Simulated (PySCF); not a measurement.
Breaking a bond: OH, doublet.

- UCCSD(T) = CCSD(T) on UHF/cc-pVTZ, 1 core orbital frozen (PySCF)
- ROHF/cc-pVTZ (PySCF)
- ROKS-LDA (SVWN5) = restricted open-shell LDA (SVWN5)/cc-pVTZ (PySCF)

Energies are in kJ/mol, each relative to the lowest point of its own curve near equilibrium.

| R / Å | UCCSD(T) | ROHF | ROKS-LDA (SVWN5) |
|---|---|---|---|
| 0.73 | 255.4 | 233.1 | 273.7 |
| 0.77 | 158.7 | 139.9 | 174.0 |
| 0.83 | 66.5 | 53.2 | 77.1 |
| 0.88 | 24.4 | 15.9 | ? |
| 0.92 | 6.9 | 2.4 | 10.9 |
| 0.94 | 2.4 | 0.0 | ? |
| 0.97 | 0.0 | 0.7 | 0.5 |
| 0.99 | 0.8 | 3.6 | 0.0 |
| 1.03 | ? | 14.4 | ? |
| 1.07 | ? | 30.2 | 12.9 |
| 1.14 | 46.5 | 66.5 | 37.6 |
| 1.22 | ? | 116.1 | 74.1 |
| 1.31 | 134.3 | 176.6 | 120.4 |

### Question
Complete the blanks.

### Answer

- 0.88, ROKS-LDA (SVWN5): 31.2
- 0.94, ROKS-LDA (SVWN5): 5.0
- 1.03, UCCSD(T): 7.2
- 1.03, ROKS-LDA (SVWN5): 3.9
- 1.07, UCCSD(T): 18.5
- 1.22, UCCSD(T): 86.0

The scan ran from 0.73 to 3.92 Å; beyond the distances shown one of the unrestricted levels run for this scan, shown here or not, changes its spin distribution in one step. The unrestricted determinant behind UCCSD(T) is spin-contaminated at 1.31 Å (<S²> up to 0.9, against 0.75 for a pure doublet).
